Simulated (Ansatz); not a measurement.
Results of PBE-D3(BJ) (Ansatz, an electronic-structure program, plane waves, PAW) for cubic perovskite SrTiO₃ (cubic form, which distorts at low temperature).

Numerical settings: plane-wave cutoff 520 eV, 10×10×10 k mesh, Fermi–Dirac smearing 0.01 eV, no spin polarisation, scalar-relativistic PAW data made under PBE.

Energies at three volumes about the minimum:

```csv
V (Å³/atom),E − E_lowest (meV/atom)
11.714,2.76
11.953,0.00
12.192,2.56
```

Q: Fit a parabola by hand: where is the minimum, what lattice constant follows, and what is the bulk modulus?

A: Slopes: (0.00 − 2.76)/(11.953 − 11.714) = -11.548 and (2.56 − 0.00)/(12.192 − 11.953) = 10.711 meV/Å³. Curvature E″ = 2 × (10.711 − (-11.548))/(12.192 − 11.714) = 93.134 meV/Å⁶. From the middle of the first interval, the slope vanishes at V0 = 11.8335 − (-11.548)/93.134 = 11.957 Å³/atom. B = V0 E″ = 11.957 × 93.134 meV/Å³ × 0.1602 GPa per meV/Å³ = 178 GPa. With 5 atoms in the cube, a = (5 × 11.957)^(1/3) = 3.910 Å. The full Birch–Murnaghan fit to all volumes gives V0 = 11.953 Å³/atom and B0 = 178 GPa.

Measured, for comparison: bulk modulus 172 GPa (room temperature, no zero-point or thermal correction, Murnaghan fit, our sources range from 165 to 179; as tabulated in Guennou et al. (2010), arXiv:0910.0710); lattice constant a 3.89 Å (0 K, cubic phase extrapolated to 0 K; as tabulated in Bilc et al. (2008), arXiv:0805.0753). Computed (rounded) less measured: bulk modulus +3 % (inside the range of the sources held).

Note: the relaxation could not lower the start's symmetry, so the cell can be a saddle point above a distorted one.
